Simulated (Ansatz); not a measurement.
**AlHO (singlet): from Hartree-Fock to the top rungs at distance Al1–O2 = 1.544 Å, 6-31G**

An exercise on one series of results from a longer session: the logs are not shown, and one member is left open.

Computed with Ansatz 0.2.0, Gaussian basis. Level: 6-31G, core rule «outside noble gas», up to 6 orbitals frozen.

To be run: UHF; CCSD(T) on RHF; BCCD(T) on RHF; CISD; CCSDT(Q) on RHF; CISDTQ; CCSDTQ on RHF; CASSCF and MRCISD+Q, 2 electrons in 2 orbitals; CASSCF and NEVPT2, 2 electrons in 2 orbitals; Full CI.

41 further runs of the same task are left out: 24 for a known fault of the program, 12 that didn't finish, 5 set aside as unsound or not needed.

## The system

The geometry derives from a PBE0/def2-TZVP stationary point (not a proven minimum). One bond is set to the value named and the two fragments are kept rigid.

3 atoms, charge 0, spin multiplicity 1.

Atoms are counted from 1 here; the program's logs count them from 0.

Bond lengths: Al1–O2 1.544 Å, O2–H3 0.950 Å. Angles: Al1–O2–H3 180.0°.

Coordinates:

```
Al    0.00000    0.00000    1.34601
O     0.00000    0.00000   -0.19799
H     0.00000    0.00000   -1.14802
```

The first run:

File in.yaml:

```yaml
crystal:
  periodic: [false, false, false]
  atoms:
    - {symbol: Al, position_ang: [0.000000, 0.000000, 1.346012]}
    - {symbol: O, position_ang: [0.000000, 0.000000, -0.197988]}
    - {symbol: H, position_ang: [0.000000, 0.000000, -1.148024]}
basis:
  gaussian: {orbitals: 6-31G}
magnetization: {spin_polarized: true, initial_magnetization: 0}
hamiltonian: {xc: hf}
output: {orbitals: {seedname: orbitals}}
```

Command:

```sh
$ ansatz run in.yaml --threads 1 --pin off --events-out ev --progress --plain --max-ram 2393MiB
```

Among the steps run: UHF; CCSD(T) on RHF; BCCD(T) on RHF; CISD; CCSDT(Q) on RHF; CISDTQ; CCSDTQ on RHF; CASSCF and MRCISD+Q, 2 electrons in 2 orbitals; CASSCF and NEVPT2, 2 electrons in 2 orbitals; Full CI.

One of the session's tables, all rows but one given; the rest of the session is left out.

```
       method  from FCI (meV)
          RHF         +4486.4
         RMP2          +412.3
         CISD          +379.0
        RCCSD               ?
     RCCSD(T)           +20.7
      BCCD(T)           +17.0
       RCCSDT           +15.7
       CISDTQ           +17.8
    RCCSDT(Q)            -1.5
      RCCSDTQ            +0.1
  CASSCF pair         +3948.9
  NEVPT2 pair          +340.3
  MRCISD pair          +314.2
MRCISD+Q pair           +54.4
          FCI               0
```

Q: Estimate the row for RCCSD from the others.

**Answer.** from FCI (meV): +87.2. In the column «from FCI (meV)» it lies between MRCISD+Q pair (+54.4) and MRCISD pair (+314.2).
